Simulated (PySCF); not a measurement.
Molecule: `C=CCC(=C)F`, C$_{5}$H$_{7}$F.

Geometry (Å), atoms numbered from 1 in this order:
```xyz
13

C    -1.774    1.113   -0.525
C    -0.862    0.633    0.320
C    -0.363   -0.776    0.334
C     1.107   -0.916    0.096
C     1.961    0.002   -0.346
F     1.535   -2.153    0.378
H    -2.226    0.482   -1.297
H    -2.105    2.153   -0.474
H    -0.428    1.299    1.076
H    -0.570   -1.240    1.316
H    -0.901   -1.391   -0.408
H     3.016   -0.241   -0.478
H     1.606    1.003   -0.590
```

Spin–spin couplings on one PBE0-D3(BJ)/def2-SVP geometry, PySCF 2.14.0 with density-fitted response routines, gas phase, non-relativistic, equivalent pairs averaged (spin–dipole term only in couplings to heteroatoms); isotopes 13C, 19F, 1H; basis pcJ-1.

Task: How do the couplings (Hz) change with the functional? Times are CPU seconds on 1 thread of an Arm Neoverse V1, shared host.

Result: 
| functional | functions | 1J(C4,F6) | 1J(C5,H13) | 1J(C5,H12) | 1J(C1,H8) | 1J(C1,H7) | 1J(C2,H9) | 1J(C3,H10) | core-s |
| --- | --- | --- | --- | --- | --- | --- | --- | --- | --- |
| LDA | 232 | -342.3 | 135.2 | 131.8 | 131.3 | 127.0 | 125.6 | 100.2 | 22 |
| PBE | 232 | -356.4 | 159.5 | 155.6 | 154.8 | 150.4 | 148.5 | 121.0 | 31 |
| KT2 | 232 | -359.1 | 171.5 | 166.9 | 166.0 | 160.4 | 157.9 | 127.4 | 32 |
| PBE0 | 232 | -328.6 | 164.6 | 160.9 | 160.4 | 155.8 | 154.1 | 125.9 | 39 |
| B97-2 | 232 | -316.9 | 158.2 | 154.5 | 154.3 | 150.1 | 147.4 | 119.3 | 38 |
| BHandHLYP | 232 | -300.7 | 187.5 | 183.5 | 182.9 | 178.0 | 175.6 | 144.6 | 43 |
| CAM-B3LYP | 232 | -318.3 | 171.5 | 167.5 | 166.8 | 162.1 | 159.9 | 130.9 | 55 | Left out for a near triplet instability: HF/pcJ-1.
